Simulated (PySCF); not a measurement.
**Question.** Write Cartesian coordinates for InChI=1S/H4O2Si/c1-3-2/h1-2H,3H2 as optimised with PBE0-D3(BJ)/def2-SVP.

**Answer.** 
```
atom  x, y, z in Å
O1    -1.156    0.743    0.495
Si2   -0.088   -0.431    0.006
O3     1.354    0.189   -0.539
H4    -1.485    1.332   -0.191
H5    -0.611   -1.198   -1.157
H6     0.099   -1.271    1.218
H7     1.893    0.645    0.114
```

Orientation and origin are arbitrary. Atoms count from 1 in this order. Si2 (oxygen-bound silicon) is distorted tetrahedral (angles from 103.9° to 113.0°). O1 (silanol oxygen) is bent (angle 116.2°).

Bonds between heavy atoms (Å): O1–Si2 1.661, Si2–O3 1.661.

Level of theory: PBE0-D3(BJ)/def2-SVP geometry optimisation, gas phase (PySCF).

Point group: C2 (tolerance 0.08 Å). Stationary, but not proved a minimum. The numbers are those of one conformer (H–O1–Si2–O3 66°, O1–Si2–O3–H 65°).

Hardware: an Arm Neoverse V2 with one thread, no GPU, on a shared host. Cost: 7.2 s. These figures are those of the optimisation.
